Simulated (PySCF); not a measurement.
propane (C3H8), SMILES CCC. Atoms are numbered in the order given.

```xyz
11

C      1.2736     0.0000     0.2592
C      0.0000     0.0000    -0.5856
C     -1.2736     0.0000     0.2592
H      2.1787     0.0000    -0.3690
H      1.3177     0.8890     0.9107
H      1.3177    -0.8890     0.9107
H      0.0000    -0.8811    -1.2510
H      0.0000     0.8811    -1.2510
H     -2.1787     0.0000    -0.3690
H     -1.3177    -0.8890     0.9107
H     -1.3177     0.8890     0.9107
```
Charge 0, spin multiplicity 1.

The structure is a stationary point at ωB97X-D3(BJ)/def2-SVP.

The numbers are results of PBE0/pcSseg-1 (PySCF), not measurements.

GIAO shieldings, no solvent; atoms alike by connectivity are averaged. δ = σ(ref) − σ: ¹³C against TMS (σ = 186.3 ppm); ¹H against TMS (σ = 31.56 ppm), references at their B3LYP-D3(BJ)/def2-TZVP geometries, non-relativistic.

```csv
atoms,nucleus,count,δ (ppm)
C2,¹³C,1,22.1
"C1, C3",¹³C,2,…
"H7, H8",¹H,2,…
"H4, H5, H6, H9, H10, H11",¹H,6,1.27
```

Task: What belongs in the gaps? (The exact figures need the calculation; the answer reports its results.)

Result: 
- H7, H8, δ (ppm): 1.58
- C1, C3, δ (ppm): 20.5
